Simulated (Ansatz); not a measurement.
# Worked example: building the atomization energy of SiO, singlet

Measured: the G2/97 heats of formation, with zero-point and thermal terms from B3LYP taken off, give an electronic atomization energy of 192.3 kcal/mol (Curtiss et al., J. Chem. Phys. 106, 1063 (1997); Staroverov et al., J. Chem. Phys. 119, 12129 (2003)). The calculation below tries to reproduce it.

Geometry (MP2(full)/6-31G*, from the G2/97 set):

```xyz
2

Si    0.0000    0.0000    0.0000
O     0.0000    0.0000    1.5423
```

Atomization energies (atoms less molecule, kcal/mol) from Ansatz 0.2.0, frozen cores, restricted molecule, unrestricted atoms (their steps beyond CCSDT(Q) from restricted open-shell runs), sets cc-pV(D+d)Z, cc-pV(T+d)Z, cc-pV(Q+d)Z:

```tsv
level	DZ	TZ	QZ
HF	97.40	107.43	108.50
CCSD(T)	166.47	182.62	187.61
CCSDT	166.56	182.10	186.95
CCSDT(Q)	167.65	183.20	188.08
CCSDTQ	167.37	–	–
```

Question: Extrapolate Hartree–Fock with exp(−5.46 √X) and the CCSD(T) correlation part with X⁻³ (X = 3, 4), add each higher step from the largest set that has it, and compare with the measured value.

Answer: Hartree–Fock: 108.50 + (108.50 − 107.43) × 0.301 = 108.82.
Correlation: TZ 75.19, QZ 79.11; (64 × 79.11 − 27 × 75.19) / 37 = 81.97.
Full triples (QZ): 186.95 − 187.61 = -0.66.
(Q) (QZ): 188.08 − 186.95 = 1.13.
Full quadruples (DZ): 167.37 − 167.65 = -0.28.
Sum: 191.0 kcal/mol, 1.3 below the measured 192.3.

The steps beyond CCSD(T) add 0.19 kcal/mol, while going from QZ to the limit adds 3.18. Core correlation, scalar relativity, spin–orbit terms and the relaxation from this MP2 geometry are missing from the sum, and the measured value has its own uncertainty.
